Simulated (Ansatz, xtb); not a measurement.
## CH2FS+: 3 structures ranked

3 gas-phase structures of CH2FS+, found in a search over its isomers (lower ones may exist). Each was relaxed with GFN2-xTB:

A. `[H]/[S+]=C\F`, a singlet
B. `[H]/[S+]=C/F`, a singlet
C. `C=[S+]F`, a singlet

Estimate their order in r2SCAN-D4/def2-SVP energy at these geometries, lowest first.

Calculated order at r2SCAN-D4/def2-SVP: A (0.0), B (4.2), C (95.2) kJ/mol.

Energies above the lowest of each column, in kJ/mol; the last columns are at PBE0-D4/def2-TZVP geometries:

```tsv
structure	GFN2-xTB	HF/STO-3G	r2SCAN-D4/def2-SVP	PBE0-D4/def2-TZVP	CCSD(T)/def2-TZVPP
A	27.9	0.0	0.0	0.0	0.0
B	35.0	5.0	4.2	1.6	1.7
C	0.0	134.5	95.2	48.2	46.2
```

CCSD(T)/def2-TZVPP puts A lowest, with B within 1 kcal/mol; GFN2-xTB picks C. Some further structures that were screened fall inside this span and aren't listed. Large T1 diagnostics make some coupled-cluster values less sure.

Programs: Ansatz 0.2.0, xtb 6.7.1.
